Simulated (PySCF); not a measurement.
Simulated absorption spectrum

Species: C2H2F2S.
Cartesian coordinates in Å at the PBE0-D3(BJ)/def2-SVP level; atoms count from 1:
```xyz
7
C2H2F2S angstrom
F      1.272   -1.131   -0.445
C      0.352   -0.552    0.340
S     -1.390   -0.830   -0.034
C     -0.340    0.624   -0.222
F      0.023    0.991   -1.459
H      0.641   -0.586    1.398
H     -0.582    1.491    0.404
```

Computed with TDDFT PBE0/def2-SVPD, vertical, gas phase, core orbitals frozen in the response in PySCF 2.14.0, density-fitted response routines.

Broadening: Gaussians 0.25 eV wide at half height, area fixed by f = 4.319×10⁻⁹ ∫ε dν̃. The width is an assumption, not a result. The curve ends short of the highest state used, and states not computed would add to its high-energy end.

E (eV), ε (L mol⁻¹ cm⁻¹) and a bar:
```
     5.06          0 
     5.15          0 
     5.23          0 
     5.31          1 
     5.39          1 
     5.48          1 
     5.56          1 
     5.64          0 
     5.72          0 
     5.81          0 
     5.89          0 
     5.97          0 
     6.06          0 
     6.14          0 
     6.22          0 
     6.30          0 
     6.39          0 
     6.47          1 
     6.55         16 
     6.63        152 #
     6.72        960 ####
     6.80       2723 #############
     6.88       4474 #####################
     6.96       4442 #####################
     7.05       2767 #############
     7.13       1563 #######
     7.21       1495 #######
     7.29       2858 #############
     7.38       5140 ########################
     7.46       6420 ##############################
     7.54       6079 ############################
     7.63       3651 #################
     7.71       1490 #######
     7.79        813 ####
     7.87       1341 ######
     7.96       1962 #########
```

(1) Locate the maxima and give the states behind the curve.

(2) Coming from long wavelengths, where does ε first pass 100 L mol⁻¹ cm⁻¹?

Answers

(1) 179 nm (6.92 eV), ε about 4700, made up of S2 (93%); 166 nm (7.49 eV), ε about 6500, made up of S4 (34%) and S5 (66%) (ε in L mol⁻¹ cm⁻¹; maxima over ε = 5, shares over 10%). At its high-energy end, 7.96 eV, the curve is still rising (ε about 2000, from S6). The states used: S1 5.44 eV (f 0.0000); S2 6.91 eV (f 0.041); S3 7.07 eV (f 0.0094); S4 7.38 eV (f 0.033); S5 7.54 eV (f 0.045); S6 7.96 eV (f 0.017); S7 8.21 eV (f 0.0090); S8 8.28 eV (f 0.0092); S9 8.32 eV (f 0.0005); S10 8.56 eV (f 0.069).

(2) At about 187 nm (6.61 eV), 1.18 eV above S1.

All these states lie below the vertical ionisation energy of 10.18 eV (ΔSCF).

The run took 15 s on Arm Neoverse V1, one thread, on a shared host.
